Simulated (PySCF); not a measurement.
## Computed NMR parameters against published values

Atoms are numbered as in `[Cl:1][CH2:2][CH2:3][Cl:4]`; H(Xn) means a hydrogen on atom n.

What is known from experiment: δ 13C C2/C3 45.1; δ 1H H(C2)/H(C3) 3.78 ppm (measured; solution, CD3OD, 298 K; Fulmer et al., Organometallics 2010, 29, 2176).
δ 13C C2/C3 45.0; δ 1H H(C2)/H(C3) 3.90 ppm (measured; solution, DMSO-d6, 298 K; Fulmer et al., Organometallics 2010, 29, 2176).
δ 13C C2/C3 44.6; δ 1H H(C2)/H(C3) 3.77 ppm (measured; solution, THF-d8, 298 K; Fulmer et al., Organometallics 2010, 29, 2176).
δ 13C C2/C3 45.3; δ 1H H(C2)/H(C3) 3.71 ppm (measured; solution, TFE-d3, 298 K; Fulmer et al., Organometallics 2010, 29, 2176).

PySCF calculation with shielding tensors at B97-2/pcSseg-2 (GIAO) and coordinates at the PBE0-D3(BJ)/def2-TZVP level; no relativistic terms, one computed conformer, in vacuum, fast rotation and ring inversion assumed for equivalent nuclei.

Problem. How close does the calculation come?

Solution. 
Reference values: measured (solution, CD3OD, 298 K; Fulmer et al., Organometallics 2010, 29, 2176).
```
      atoms  quantity  reference  computed  computed, scaled
      C2/C3     δ 13C       45.1      49.3              41.0
H(C2)/H(C3)      δ 1H       3.78      3.53              3.46
```

Reference values: measured (solution, DMSO-d6, 298 K; Fulmer et al., Organometallics 2010, 29, 2176).
| atoms | quantity | reference | computed | computed, scaled |
| --- | --- | --- | --- | --- |
| C2/C3 | δ 13C | 45.0 | 49.3 | 41.0 |
| H(C2)/H(C3) | δ 1H | 3.90 | 3.53 | 3.46 |

Reference values: measured (solution, THF-d8, 298 K; Fulmer et al., Organometallics 2010, 29, 2176).
```tsv
atoms	quantity	reference	computed	computed, scaled
C2/C3	δ 13C	44.6	49.3	41.0
H(C2)/H(C3)	δ 1H	3.77	3.53	3.46
```

Reference values: measured (solution, TFE-d3, 298 K; Fulmer et al., Organometallics 2010, 29, 2176).
| atoms | quantity | reference | computed | computed, scaled |
| --- | --- | --- | --- | --- |
| C2/C3 | δ 13C | 45.3 | 49.3 | 41.0 |
| H(C2)/H(C3) | δ 1H | 3.71 | 3.53 | 3.46 |

Computed shifts are σ(ref) − σ with the named reference compound (TMS for H and C) calculated as an isolated molecule at the same level. The measured values may be among those fitted. Scaled to experiment by linear calibration (H and C: mostly CDCl3 data, vs TMS): 1H: δ = 29.81 − 0.938σ (rms 0.14 ppm, 293 shifts, 0.16 ppm with the 4 outliers that the fit left out); 13C: δ = 176.83 − 0.965σ -4.5 per attached Cl (rms 2.0 ppm, 507 shifts, 2.1 ppm with the 1 outlier that the fit left out). Occasional misses reach two or three times the rms, and more in compound classes unlike the fitted ones.

Problem. How far are the unscaled 13C shifts from the references?

Solution. Mean signed difference +4.30 ppm, mean absolute 4.30 ppm over 4 comparisons; the largest is +4.7 ppm at C2/C3 (sp3 CH2 bonded to Cl).

Problem. How far are the unscaled 1H shifts from the references?

Solution. Mean signed difference -0.26 ppm, mean absolute 0.26 ppm over 4 comparisons; the largest is -0.37 ppm at H(C2)/H(C3) (hydrogen on an sp3 CH2 bonded to Cl).

8 of the 22 published NMR values on file for this molecule are compared. The rest: values from further sources, protons in aromatic solvents.

Carbons that carry Cl, above all several Cl atoms, come out too deshielded, partly because spin–orbit coupling is missing.
